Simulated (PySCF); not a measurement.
Isomers of C4H4.

All values: PBE0/def2-SVPD (PySCF) at PBE0-D3(BJ)/def2-SVP geometries, gas phase, one conformer each. Core orbitals are frozen in the response; Δα² is half the sum of the squared differences of the principal polarisabilities. Dipoles and anisotropies that the point group forbids are given as zero.

(1) Rank by mean static polarisability, lowest first.
A. methylenecyclopropene (`C=C1C=C1`)
B. 1-buten-3-yne (`C#CC=C`)
C. cyclobutadiene (`C1=CC=C1`)
D. 1,2,3-butatriene (`C=C=C=C`)

(2) Rank by HOMO energy, highest first.
A. cyclobutadiene, `C1C=CC=1`
B. methylenecyclopropene, `C1C(C=1)=C`
C. 1,2,3-butatriene, `C(=C=C)=C`

(3) Rank by HOMO–LUMO gap, lowest first.
A. cyclobutadiene (`C1=CC=C1`)
B. 1-buten-3-yne (`C#CC=C`)
C. methylenecyclopropene (`C=C1C=C1`)

## Answers

(1) C (6.35 Å³), A (6.91 Å³), B (7.42 Å³), D (8.63 Å³).

(2) A (-5.60 eV), B (-6.02 eV), C (-7.11 eV).

(3) A (3.91 eV), C (5.38 eV), B (6.15 eV).

All values together:

```
  SMILES  μ (D)  HOMO (eV)  LUMO (eV)  α (Å³)  Δα (Å³)  ΔSCF removal energy (eV)
C1=CC=C1   0.00      -5.60      -1.69    6.35     2.71                      7.91
C=C1C=C1   2.11      -6.02      -0.64    6.91     4.36                      8.21
 C=C=C=C   0.00      -7.11      -1.66    8.63    10.89                      9.19
  C#CC=C   0.40      -7.20      -1.05    7.42     6.36                      9.36
```
